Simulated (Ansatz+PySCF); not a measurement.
Values are calculated unless marked as measured or tabulated.
**Several solutions for singlet C3H3(+)**

| atom | x (Å) | y (Å) | z (Å) |
| --- | --- | --- | --- |
| C | 0.7245 | 0.0000 | 0.0000 |
| C | -0.3622 | 0.6274 | 0.0000 |
| C | -0.3622 | -0.6274 | 0.0000 |
| H | 1.7310 | 0.0000 | 0.0000 |
| H | -0.8655 | 1.4991 | 0.0000 |
| H | -0.8655 | -1.4991 | 0.0000 |

Basis set: def2-SVP (spherical functions). Charge 1, multiplicity 1.

CASSCF(2,3) was run from several starts with Ansatz (development build ahead of 0.2.0) and PySCF 2.14.0. The starts are those of the Hartree–Fock orbitals from which the active space was taken at the frontier.

```tsv
run	program	start	converged	energy (hartree)	<S²>
A	Ansatz	atomic start, no search	yes	-114.89334	0.00
B	Ansatz	search for the lowest state	yes	-114.89334	0.00
C	PySCF	program defaults	yes	-114.88781	0.00
D	Ansatz	stability test followed	yes	-114.89334	0.00
```

Question: Which runs reached the lowest solution of this kind, and what is wrong with the others?

Answer: A, B, D reached the lowest solution found. Converged but too high: C by 0.15 eV. Convergence only shows a stationary point; in CASSCF the end hangs on which orbitals enter the active space. Caution: other starts end on other solutions of this active space.
